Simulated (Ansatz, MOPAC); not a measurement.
Process, species as SMILES: FC(F)Cl [chloro(difluoro)methane] + 3 [H][H] (H2) -> C (CH4) + Cl (HCl) + 2 F (HF)

Wanted: energy of full hydrogenation (enthalpy at 298 K), in kcal/mol. Set-up: spin-orbit terms left out; non-relativistic; no dispersion term unless named; 6-31G* and kin with 6d, 5d where marked. First-principles rows: single points at B3LYP-D3(BJ) geometries (Ansatz, a first-principles code), with unscaled harmonic terms from B3LYP/6-31G* (Ansatz) at its own minima. Semi-empirical rows: MOPAC heats of formation at their own minima for 298 K.

```csv
species,coefficient,"E at HF/6-31G* (Ansatz), Eh","E at PBE0/def2-TZVPD (Ansatz), Eh","H(298 K) - E, kcal/mol","heat of formation at PM3 (MOPAC), kcal/mol"
FC(F)Cl,-1,-696.79539,-698.32547,17.78,-109.73
[H][H] (H2),-3,-1.12669,-1.16825,8.44,-13.39
C (CH4),+1,-40.19509,-40.47422,30.76,-13.03
Cl (HCl),+1,-460.05981,-460.66591,6.28,-20.47
F (HF),+2,-100.00269,-100.39481,7.76,-62.75
```

Measured values: Active Thermochemical Tables 1.112 (ions: stationary electron), as tabulated in the package chemicals; they hold spin-orbit and core effects, anharmonicity.  Value to compare with, the measured value: -54.8 kcal/mol. 1 Eh = 627.5095 kcal/mol.

Q: Compute it at each level from the table, and compare with the measured value.

A: 
- HF/6-31G*: the sum of coefficient times E is -0.08482 Eh, or -53.23 kcal/mol; the thermal terms add 9.46. Result: -43.8 kcal/mol. Its error against the measured value is 11.0 kcal/mol.
- PBE0/def2-TZVPD: the sum of coefficient times E is -0.09953 Eh, or -62.46 kcal/mol; the thermal terms add 9.46. Result: -53.0 kcal/mol. Its error against the measured value is 1.8 kcal/mol.
- PM3: the sum of coefficient times heat of formation is -9.10 kcal/mol; it needs no thermal term. Its error against the measured value is 45.7 kcal/mol.
